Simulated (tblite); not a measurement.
Compound: C₄H₉P₂ (charge +1).
Atom-mapped SMILES: `[CH2:1]=[CH:2][C@@H:3]1[CH2:4][P@@H+:5]1[PH2:6]` (hydrogens: H7, H8 on C1; H9 on C2; H10 on C3; H11, H12 on C4; H13 on P5; H14, H15 on P6)

Structure used (GFN2-xTB), in Å, numbered top down from 1:
```
atom  x, y, z in Å
C1    -1.7749    0.8929    0.4354
C2    -1.4018    0.6905   -0.8204
C3    -0.4547   -0.3428   -1.2823
C4    -0.0327   -1.5174   -0.4195
P5     1.2850   -0.2925   -0.6464
P6     1.6544    0.8186    1.1701
H7    -1.4204    0.2998    1.2634
H8    -2.4881    1.6595    0.6797
H9    -1.8070    1.3085   -1.6089
H10   -0.5052   -0.5387   -2.3505
H11    0.0684   -2.4765   -0.9134
H12   -0.4718   -1.5895    0.5681
H13    2.1741   -0.8393   -1.5606
H14    2.8233    0.0953    1.4546
H15    2.3470    1.8398    0.5032
```

Computed with GFN2-xTB (tblite): harmonic, unscaled wavenumbers at the GFN2-xTB geometry, gas phase. Against measured fundamentals such values can be off by several per cent, at times by over 20. Modes of hydrogen on phosphorus can be 10 to 20 % off. One conformer, not necessarily the lowest.

Harmonic wavenumbers (cm⁻¹): 64.8, 71.4, 112.3, 114.4, 224.2, 288.6, 432.0, 455.7, 532.6, 579.1, 670.0, 703.2, 718.5, 742.5, 789.5, 845.5, 882.4, 910.3, 959.1, 1003.2, 1014.7, 1020.5, 1050.6, 1071.1, 1137.9, 1281.6, 1291.6, 1371.3, 1399.1, 1667.6, 2228.5, 2268.4, 2286.6, 3000.2, 3040.3, 3059.4, 3080.7, 3096.0, 3148.7.

A = 3076, B = 1903, C = 1381 MHz; mass 119.018 u (most abundant isotopes); point group C1, symmetry number 1.

Task: Zero-point energy?

Result: ½Σν̃ = 24307 cm⁻¹ = 290.78 kJ/mol.

Task: What is S at 350 K and 1 bar for an ideal gas of classical rigid rotors and harmonic oscillators?

Result: Translation 171.79, rotation 119.47, vibration 116.37: S = 407.6 J/(mol K).

Task: And Cp and H(350 K) − H(0)?

Result: Cp = 155.28 J/(mol K), of which vibrations give 122.02 (their classical limit is 39 R = 324.3); H(350 K) − H(0) = 32.86 kJ/mol without the zero-point energy, 21.22 from vibrations.

Task: Blend soft modes into free rotors: weight 1/[1 + (100 cm⁻¹/ν̃)⁴] for the oscillator and the rest for a rotor with moment μB/(μ + B), μ = h/(8π²ν), B = 10⁻⁴⁴ kg m². What vibrational entropy results?

Result: 106.63 J/(mol K) in place of 116.37, which changes −T·S at 350 K by +3.41 kJ/mol.

Task: What must be added to the electronic energy to get the Gibbs energy at 350 K and 1 bar?

Result: ZPE + [H(350 K) − H(0)] − T·S = 290.78 + 32.86 − 142.67 = 180.97 kJ/mol.

Hindered rotation and anharmonicity are outside this model. Other conformers, if any are populated, would add a mixing term that is left out. The structure is chiral; the term R ln 2 for an equal mix with its mirror image is left out.
